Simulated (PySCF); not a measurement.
**Aluminium: a sound run and one with changed settings**

Sound run: Al [Ne] 3s2 3p1, Al⁺ [Ne] 3s2. Calculation: PySCF 2.14, in cc-pVDZ-DK (4s3p1d, 18 functions); the spin-free X2C one-electron Hamiltonian (Gaussian nucleus). In the sound run the correlated levels freeze [Ne]. The sound run starts from symmetry-adapted Hartree-Fock orbitals and uses a fine grid where one is needed.

Changed run: basis STO-3G, all-electron and non-relativistic. This setting is unsound on purpose.

```json
{"species": "Al", "method": "UHF", "sound run (hartree)": "-242.30843", "changed run (hartree)": "-238.85836", "converged": "yes"}
{"species": "Al", "method": "r2SCAN", "sound run (hartree)": "-242.76576", "changed run (hartree)": "-239.28214", "converged": "yes"}
{"species": "Al", "method": "B3LYP", "sound run (hartree)": "-242.82273", "changed run (hartree)": "-239.32622", "converged": "yes"}
{"species": "Al", "method": "MP2", "sound run (hartree)": "-242.33898", "changed run (hartree)": "-238.87253", "converged": "yes"}
{"species": "Al", "method": "CCSD(T)", "sound run (hartree)": "-242.35612", "changed run (hartree)": "-238.88392", "converged": "yes"}
{"species": "Al⁺", "method": "UHF", "sound run (hartree)": "-242.10361", "changed run (hartree)": "-238.88005", "converged": "yes"}
{"species": "Al⁺", "method": "r2SCAN", "sound run (hartree)": "-242.53932", "changed run (hartree)": "-239.27029", "converged": "yes"}
{"species": "Al⁺", "method": "B3LYP", "sound run (hartree)": "-242.60165", "changed run (hartree)": "-239.31355", "converged": "yes"}
{"species": "Al⁺", "method": "MP2", "sound run (hartree)": "-242.12858", "changed run (hartree)": "-238.90216", "converged": "yes"}
{"species": "Al⁺", "method": "CCSD(T)", "sound run (hartree)": "-242.14201", "changed run (hartree)": "-238.91866", "converged": "yes"}
```

Ionisation energy of Al:

```csv
method,sound run (eV),changed run (eV)
UHF,5.574,-0.590
r2SCAN,6.162,0.323
B3LYP,6.016,0.345
MP2,5.725,-0.806
SCS-MP2,5.706,-0.849
CCSD,5.808,-0.945
CCSD(T),5.826,-0.945
```

A minimal basis cannot let orbitals breathe on ionisation and holds almost no correlation. The Hamiltonian changed with the basis, so the totals do not compare. A negative ionisation energy or a positive MP2 energy shows that the occupation asked for is not the lowest one in this basis.

For comparison, NIST gives 5.986 eV between the lowest levels.
